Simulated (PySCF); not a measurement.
## Working out the ionisation energy of N

N [He] 2s2 2p3 (4S) → N⁺ [He] 2s2 2p2 (3P). All numbers are calculated (PySCF 2.14, the non-relativistic Hamiltonian (point nucleus), in cc-pVDZ (3s2p1d, 14 functions)). Frozen: 1s2. Energies in hartree (1 hartree = 27.21139 eV):

| part | N (lower) | N⁺ (upper) |
| --- | --- | --- |
| UHF | -54.391115 | -53.880468 |
| CCSD correlation | -0.086760 | -0.075757 |
| (T) | -0.000627 | -0.000754 |

What does Hartree-Fock give?

(-53.880468) − (-54.391115) = 0.510647 hartree = 13.895 eV.

What do CCSD and CCSD(T) give?

The CCSD correlation energies differ by 0.011003 hartree = 0.299 eV and the triples by -0.000127 hartree = -0.003 eV, so CCSD gives 14.194 eV and CCSD(T) 14.191 eV.

Measured between the centres of the two terms (NIST): 14.545 eV, so CCSD(T) (valence) is off by -0.354 eV.

A double-zeta basis recovers only part of the correlation energy.

What remains against the reference includes basis incompleteness, the frozen core and higher excitations.
